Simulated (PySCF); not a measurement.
**Spin states of BF⁺**

Unrestricted PBE0; PySCF, no relativity, basis sets B aug-pcseg-1, F aug-pcseg-1. Outer shells of the fragments: B+ 2s2; F 2s2 2p5.

Followed along the bond (rough minima from three points):

```
2Ms+1   unpaired  ⟨S²⟩ at the start  R at minimum (Å)  Te (eV)
    2        σ ↑               0.75              1.22     0.00
    4  σ ↑, π ↑↑               3.75  none in the scan   ≤ 8.07
```

Solutions found at the starting distance of 1.530 Å, counted from the lowest of them; the search is not exhaustive and high or unbound solutions are not listed, so other states can lie among these:

```csv
2Ms+1,unpaired,term,E (eV),⟨S²⟩,⟨Lz²⟩,μ (D)
2,σ ↑,²Σ⁺,0.00,0.75,0.00,-5.10
2,π ↑,²Π,4.14,0.75,1.00,-0.76
4,"σ ↑, π ↑↑",mixed,6.39,3.75,2.00,-1.54
4,"σ ↑, π ↑↑",mixed,6.60,3.75,2.00,-1.55
4,"σ ↑↑, π ↑",⁴Π,8.77,3.75,1.00,-1.76
```

A term symbol is given only where ⟨S²⟩ and ⟨Lz²⟩ are close to those of a pure state; real π, δ and φ orbitals otherwise mix terms. A positive dipole points towards F; it is taken about the centre of mass and depends on that origin.

Counting both spins, an empty level lies below a filled one in some of these solutions, because spin and occupation are held.
